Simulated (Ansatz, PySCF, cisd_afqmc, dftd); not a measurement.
Reaction: N2 (SMILES N#N) → N2+ (parent SMILES N#N, doublet) + e-
Each species at its own B3LYP-D3(BJ)/def2-TZVP minimum (Ansatz, a quantum-chemistry and plane-wave program).

Wanted: adiabatic ionisation energy (0 K, zero-point energies from PySCF's Hessians at B3LYP-D3(BJ)/def2-TZVP), in eV. Radicals and triplets start from unrestricted determinants; spin-orbit coupling is neglected. Correlated methods leave the cores frozen. No relativity. AFQMC/CISD: phaseless, guided by CISD from CCSD amplitudes; bars are statistical, one sigma. Outlying blocks are dropped, and bars are widened where a walk drifts. Over all cases where full CI ran beside it in this data, AFQMC minus full CI had a median of +0.1 mEh and passed +0.4 mEh in a tenth of the cases. CBS(X,Y): correlation extrapolated as X^-3, Hartree-Fock from the larger set (Q,5: extrapolated as (X+1)exp(-9√X)). A bracket is a step between two methods taken in the basis named. Double hybrids freeze cores in their MP2 part. The determinant of N2+ (parent SMILES N#N, doublet) is a saddle point of the SCF energy; a lower one exists, which strains HF and MP2.

Measured: 15.58 eV (CCCBDB table in ASE).

| level | program | adiabatic ionisation energy (eV) | error against that value |
|---|---|---|---|
| r2SCAN/def2-TZVPD | Ansatz | 15.56 | -0.02 |
| B2PLYP-D3(BJ)/def2-TZVPD | Ansatz + dftd3 | 15.72 | 0.14 |
| B2PLYP/def2-TZVPD | Ansatz | 15.72 | 0.14 |
| MP2/CBS(cc-pVQZ,cc-pV5Z) | Ansatz | 15.44 | -0.14 |
| CCSD/CBS(cc-pVTZ,cc-pVQZ) | Ansatz | 15.74 | 0.16 |
| CCSD(T)/cc-pVTZ | Ansatz | 15.42 | -0.16 |
| CCSD(T)/CBS(cc-pVQZ,cc-pV5Z) | Ansatz | 15.61 | 0.03 |
| CCSDT(Q)/cc-pVTZ | Ansatz | 15.37 | -0.21 |
| CCSDT(Q)/cc-pVQZ | Ansatz | 15.48 | -0.10 |
| CCSDTQ/cc-pVDZ | Ansatz | 15.00 | -0.58 |
| AFQMC/CISD/cc-pVDZ | cisd_afqmc | 15.06 ± 0.02 | -0.52 |
| CCSD(T)/CBS(cc-pVQZ,cc-pV5Z) + [CCSDT(Q) - CCSD(T)]/cc-pVQZ | Ansatz | 15.56 | -0.02 |
| CCSD(T)/CBS(cc-pVQZ,cc-pV5Z) + [CCSDT(Q) - CCSD(T)]/cc-pVQZ + [CCSDTQ - CCSDT(Q)]/cc-pVDZ | Ansatz | 15.57 | -0.01 |
